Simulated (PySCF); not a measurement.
The vertical singlet excitations below were computed for one of the candidates. Computed with TDDFT CAM-B3LYP/def2-SVPD, vertical, gas phase, core orbitals frozen in the response (PySCF 2.14.0, density-fitted response routines). Geometries: PBE0-D3(BJ)/def2-SVP, one conformer each.

```
state  λ (nm)       f
   S1   160.3   0.397
   S2   152.3  0.0009
   S3   149.6   0.051
   S4   137.4  0.0025
   S5   132.5  0.0008
   S6   129.2  0.0098
   S7   121.5  0.0011
   S8   119.6  0.0048
   S9   119.1   0.014
  S10   118.3  0.0085
```

Orbital energies (eV): HOMO-3 -13.62, HOMO-2 -13.46, HOMO-1 -12.24, HOMO -10.21, LUMO 0.24, LUMO+1 1.38, LUMO+2 2.01.

Question: Which candidate is it? All have the formula C3H3F3.
A. `C=CC(F)(F)F`
B. `C=C(F)C(F)F`
C. `F/C=C(/F)CF`

Answer: A. Its S1, at 7.74 eV, is the highest among the candidates; the nearest of the others has S1 at 7.21 eV. S1 is HOMO→LUMO (97%). Löwdin shares by element: HOMO carbon 80% or more (atoms not listed hold the other 20%); LUMO carbon 70% or more, hydrogen 13% or more (atoms not listed hold the other 17%). At the same level the other candidates give, for their lowest levels:
- `F/C=C(/F)CF`: 177 nm (f 0.316); 172 nm (f 0.029); 162 nm (f 0.031); 151 nm (f 0.000); 149 nm (f 0.001); T1 4.10 eV; HOMO -9.26, LUMO 0.56 eV
- `C=C(F)C(F)F`: 172 nm (f 0.311); 158 nm (f 0.040); 155 nm (f 0.001); 150 nm (f 0.001); 142 nm (f 0.001); T1 4.13 eV; HOMO -9.62, LUMO 0.38 eV

The values belong to the conformer `[CH2:1]=[CH:2][C:3]([F:4])([F:5])[F:6]`: C1–C2–C3–F4 -4°.
Triplets come from the Tamm–Dancoff approximation.
